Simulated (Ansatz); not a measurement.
in.yaml

```yaml
crystal:
  periodic: [false, false, false]
  atoms:
    - {symbol: Al, position_ang: [-2.036377, 0.000000, 0.000000]}
    - {symbol: H, position_ang: [-2.829301, 1.373384, 0.000000]}
    - {symbol: H, position_ang: [-2.829301, -1.373384, 0.000000]}
    - {symbol: H, position_ang: [-0.561377, 0.000000, 0.000000]}
    - {symbol: Cl, position_ang: [1.726623, 0.000000, 0.000000]}
basis:
  gaussian: {orbitals: cc-pVDZ}
magnetization: {spin_polarized: true, initial_magnetization: 1}
hamiltonian: {xc: hf}
output: {orbitals: {seedname: orbitals}}
```

```sh
$ ansatz run in.yaml --threads 1 --pin off --events-out ev --progress --plain --max-ram 2393MiB
```

The program prints:

```
502 factors; integrals over basis functions are off by at most 1.1e-3 eV
mean field evaluation 1: about -19129.1840 eV, gradient 1.2e1 eV
mean field evaluation 2: about -19129.1853 eV, gradient 1.2e1 eV
mean field evaluation 4: about -19131.8592 eV, gradient 3.4e0 eV
mean field evaluation 8: about -19132.2298 eV, gradient 1.5e-1 eV
mean field evaluation 16: about -19132.0577 eV, gradient 4.2e-1 eV
mean field evaluation 32: about -19132.0686 eV, gradient 4.1e-1 eV
mean field evaluation 64: about -19126.5816 eV, gradient 1.0e1 eV
mean field -19132.23020519 eV, -703.0964917492 hartree, gradient 7.3e-6 eV, S^2 0.757449; 5 other end points of the search recorded, 0 dependent functions left out
reference -19132.23020519 eV, -703.0964917492 hartree; 17, 16 occupied and 34, 35 virtual orbitals, 502 factors
Total energy: -19132.23020519 eV, -703.0964917492 hartree
```

Ran on 1 thread of Arm Neoverse N1, shared host: 2.8 s wall, 0.09 GiB peak host memory.
